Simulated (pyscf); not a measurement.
HO–B(Cl)–Cl + water (H₂O) → HO–B(OH)–Cl + hydrogen chloride (HCl) (four-centre exchange; singlet surface; B–Cl, H–O broken, B–O, Cl–H formed). Optimised with ωB97X-D3(BJ)/def2-SVP in PySCF. MP2 and CC: frozen core, UHF for open shells. ΔMP2 is the change of the MP2 total energy from the triple- to the quadruple-zeta basis. Energies in kcal/mol from the separated reactants.

```tsv
level	barrier	reaction energy
PBE/def2-TZVP	7.6	-11.1
PBE0-D3(BJ)/def2-TZVP	8.0	-11.6
M06-2X/def2-TZVP	8.7	-13.5
HF/def2-TZVP	24.1	-15.7
MP2/def2-QZVPP	12.1	-10.1
CCSD/def2-TZVPP	15.5	-12.7
CCSD(T)/def2-TZVPP + ΔMP2(QZVPP)	13.5	-11.4
```

Of the functionals in the table, M06-2X is closest to CCSD(T)/def2-TZVPP + ΔMP2(QZVPP) in the barrier (4.8 kcal/mol apart) and PBE least close (5.9 kcal/mol); that level has limits of its own. On the reactant side the descent ends in an adduct with a B–O contact, 3.7 kcal/mol under the separated species and 14.9 kcal/mol under the saddle at ωB97X-D3(BJ)/def2-TZVP. What is counted as formed (B–O) is already present as a longer contact in the reactant adduct; forming that adduct is a step of its own. At ωB97X-D3(BJ) the barrier from the zero used here is 11.2 kcal/mol. This is the saddle that the search found; another between the same sides may lie lower. The CCSD(T) − MP2 part came from Ansatz, without density fitting, on the same reference.
